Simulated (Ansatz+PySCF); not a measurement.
The numbers below are computed, except where a source is named.
Input for Ansatz (development build ahead of 0.2.0):

```yaml
crystal:
  periodic: [false, false, false]
  atoms:
    - { symbol: C, position_ang: [0.01667, 0.0, 0.0] }
    - { symbol: C, position_ang: [1.2295, 0.0, 0.0] }
    - { symbol: H, position_ang: [-1.09152, 0.0, 0.0] }
basis:
  gaussian: { orbitals: cc-pVTZ }
magnetization:
  spin_polarized: true
  initial_magnetization: 1
hamiltonian:
  xc: hf
correlation:
  method: mp2
  frozen_orbitals: { C: 1, H: 0 }
output:
  forces: true
```

The input is written out in the form of the current development build from the run's settings.

Output:

```json
{
  "Converged": "yes",
  "Reference energy": "-76.17543 hartree",
  "Correlation energy": "-0.24060 hartree",
  "Total energy": "-76.41603 hartree",
  "Spin squared of the determinant": "1.153",
  "Stability test": "minimum",
  "Occupied orbitals by symmetry in an Abelian subgroup (alpha; beta)": "5 A1 1 B1 1 B2; 4 A1 1 B1 1 B2"
}
```

Forces (eV/Å):
```json
{"atom": "C1", "Fx": "3.417", "Fy": "0.000", "Fz": "0.000"}
{"atom": "C2", "Fx": "-5.140", "Fy": "0.000", "Fz": "0.000"}
{"atom": "H3", "Fx": "1.723", "Fy": "0.000", "Fz": "0.000"}
```

Caution: the unrestricted determinant is spin contaminated; forces differ strongly between restricted and unrestricted references.
